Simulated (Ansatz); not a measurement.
in.yaml

```yaml
crystal:
  periodic: [false, false, false]
  atoms:
    - {symbol: B, position_ang: [0.000000, 0.000000, 0.000000]}
    - {symbol: B, position_ang: [0.000000, 0.000000, 3.501000]}
basis:
  gaussian: {orbitals: "6-31G*"}
magnetization: {spin_polarized: true, initial_magnetization: 2}
correlation: {method: ccsdt_q_b, electrons: outside_noble_gas}
```

```sh
$ ansatz run in.yaml --threads 1 --pin off --events-out ev --progress --plain --max-ram 2393MiB
```

The program prints:

```
462 factors; integrals over basis functions are off by at most 7.6e-8 eV
mean field evaluation 1: about -1332.3761 eV, gradient 3.9e0 eV
mean field evaluation 2: about -1332.3769 eV, gradient 3.8e0 eV
mean field evaluation 4: about -1332.5889 eV, gradient 6.3e-1 eV
mean field evaluation 8: about -1332.6180 eV, gradient 3.1e-3 eV
mean field evaluation 16: about -1332.6180 eV, gradient 1.7e-4 eV
mean field evaluation 32: about -1332.5879 eV, gradient 6.3e-1 eV
mean field evaluation 64: about -1334.5377 eV, gradient 1.9e-4 eV
mean field evaluation 96: about -1334.5376 eV, gradient 3.5e-2 eV
mean field evaluation 128: about -1334.6000 eV, gradient 1.4e-1 eV
mean field evaluation 160: about -1334.4996 eV, gradient 5.6e-1 eV
...
cycle  26  -3.21883952 eV  change   -6.0e-6 eV  update   3.6e-6
cycle  27  -3.21884075 eV  change   -1.2e-6 eV  update   1.6e-6
cycle  28  -3.21884071 eV  change    3.9e-8 eV  update   1.6e-6
cycle  29  -3.21884055 eV  change    1.6e-7 eV  update   1.0e-6
cycle  30  -3.21884069 eV  change   -1.4e-7 eV  update   1.4e-6
cycle  31  -3.21884108 eV  change   -3.9e-7 eV  update   1.5e-6
cycle  32  -3.21884098 eV  change    9.7e-8 eV  update   5.6e-7
cycle  33  -3.21884124 eV  change   -2.6e-7 eV  update   2.7e-7
cycle  34  -3.21884136 eV  change   -1.2e-7 eV  update   4.3e-7
cycle  35  -3.21884151 eV  change   -1.5e-7 eV  update   1.5e-7
perturbative correction -0.01985153 eV, -0.0007295303 hartree
Total energy: -1337.85429428 eV, -49.1652384845 hartree
```

Ran on 1 thread of Arm Neoverse V1, shared host: 8 s wall, 0.17 GiB peak host memory.
